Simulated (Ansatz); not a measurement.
Two shapes of singlet CH₂F₂.

Shape 1:

```xyz
5

C     0.5028   -0.0104   -0.0475
H     1.0938    0.6769    0.6109
H     1.1138   -0.6084   -0.6133
F    -0.3106    0.8060   -0.7436
F    -0.2633   -0.8180    0.7834
```

Shape 2:

```xyz
5

C     0.4956    0.0062    0.0063
H     1.1164    0.6439    0.6546
H     1.1150   -0.6389   -0.6400
F    -0.2807    0.7799   -0.7807
F    -0.2943   -0.7772    0.7816
```

Basis set: STO-3G (spherical functions). Left uncorrelated: 3 orbitals. Charge 0, multiplicity 1.

Computed with Ansatz (development build ahead of 0.2.0); each method stands on the lowest determinant of its kind that the runs found.

Q: Which shape is lower in energy, and by how much in each method?

A:

| method | E(2) − E(1) (eV) |
| --- | --- |
| RHF | -0.226 |
| RHF-MP2 | -0.233 |

Shape 2 is lower.
